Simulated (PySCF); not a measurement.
# How exact exchange moves a shielding

Molecule: `[AlH2][Cl]`, AlClH₂.

Bonds (- single, = double, # triple, : aromatic): Al1-Cl2 2.106 Å. Al1 carries H3, H4.

GIAO shieldings (ppm, equivalent atoms averaged) in PySCF 2.14.0 with density-fitted response routines on the PBE0-D3(BJ)/def2-SVP geometry, basis pcSseg-2, gas phase, non-relativistic:

```tsv
functional	exact exchange (%)	σ(Al1)	σ(Cl2)
BLYP	0	307.5	813.2
BP86	0	312.2	823.0
PBE	0	311.3	823.9
B3LYP	20	322.3	849.0
mPW1PW91	25	333.7	869.1
BHandHLYP	50	344.7	890.5
HF	100	388.3	945.4
```

Question: Fit each shielding as a line in the percentage of exact exchange.

Answer: σ(Al1) = 310.0 + 0.77 x (rms 2.9 ppm); σ(Cl2) = 823.9 + 1.26 x (rms 6.9 ppm). The functionals also differ in their semilocal parts, which the line can't hold; Hartree–Fock has no correlation at all.

Question: What does the line predict for PBE0 (25 %), and what does the run give?

Answer: σ(Al1): 329.2 predicted, 331.7 computed; σ(Cl2): 855.4 predicted, 867.0 computed ppm.
